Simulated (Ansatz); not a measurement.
Geometry optimisation, UKS PBE-D4/def2-SVP in Ansatz 0.2.0.

Input file:

```yaml
crystal:
  periodic: [false, false, false]
  atoms:
    - { symbol: "N", position_ang: [-0.593, 0.2099, -1.1704] }
    - { symbol: Al, position_ang: [-0.3482, -0.6948, 0.4497] }
    - { symbol: S, position_ang: [-1.53077, -2.55192, 0.86562] }
    - { symbol: H, position_ang: [-0.947, 1.2032, -0.9264] }
    - { symbol: H, position_ang: [-1.3974, -0.2586, -1.7098] }
    - { symbol: H, position_ang: [-2.61565, -1.82555, 1.42242] }
magnetization:
  spin_polarized: true
  initial_magnetization: 1
basis:
  gaussian: { orbitals: def2-SVP }
hamiltonian:
  xc: pbe
  dispersion: d4
relax:
  f_tol: 0.015
  max_steps: 40
```

Command:

```bash
$ ansatz run input.yaml --threads 1 --pin off --max-ram 2048MiB --backend cpu --events-out ev --progress --plain --runs-dir out
```

Problem. Where does it end, and by what steps?

Solution. It converged. After 12 steps the energy has fallen by 0.531 eV; H6 moved furthest, 1.07 Å.

```json
{"step": "0", "energy less start (eV)": "0.0000", "largest force component (eV/Å)": "1.825", "accepted": "yes"}
{"step": "1", "energy less start (eV)": "-0.1753", "largest force component (eV/Å)": "1.709", "accepted": "yes"}
{"step": "2", "energy less start (eV)": "-0.3458", "largest force component (eV/Å)": "0.830", "accepted": "yes"}
{"step": "3", "energy less start (eV)": "-0.4012", "largest force component (eV/Å)": "0.331", "accepted": "yes"}
{"step": "4", "energy less start (eV)": "-0.4385", "largest force component (eV/Å)": "0.263", "accepted": "yes"}
{"step": "5", "energy less start (eV)": "-0.4543", "largest force component (eV/Å)": "0.570", "accepted": "yes"}
{"step": "6", "energy less start (eV)": "-0.4968", "largest force component (eV/Å)": "0.227", "accepted": "yes"}
{"step": "7", "energy less start (eV)": "-0.5109", "largest force component (eV/Å)": "0.123", "accepted": "yes"}
{"step": "8", "energy less start (eV)": "-0.5234", "largest force component (eV/Å)": "0.281", "accepted": "yes"}
{"step": "9", "energy less start (eV)": "-0.5238", "largest force component (eV/Å)": "0.231", "accepted": "yes"}
{"step": "10", "energy less start (eV)": "-0.5310", "largest force component (eV/Å)": "0.031", "accepted": "yes"}
{"step": "11", "energy less start (eV)": "-0.5313", "largest force component (eV/Å)": "0.015", "accepted": "yes"}
{"step": "12", "energy less start (eV)": "-0.5313", "largest force component (eV/Å)": "0.004", "accepted": "yes"}
```

```xyz
6
Properties=species:S:1:pos:R:3
N -0.832 0.299 -1.066
Al -1.083 -0.393 0.566
S -2.034 -2.411 0.636
H -0.412 1.212 -1.254
H -1.084 -0.158 -1.948
H -1.987 -2.466 1.996
```

Whether the end is a true minimum wasn't checked by a vibrational analysis.

Run time: 11 s on 1 thread of AMD EPYC 9R45 96-Core Processor (Zen 5), with other jobs on the host, peak memory 0.17 GiB.
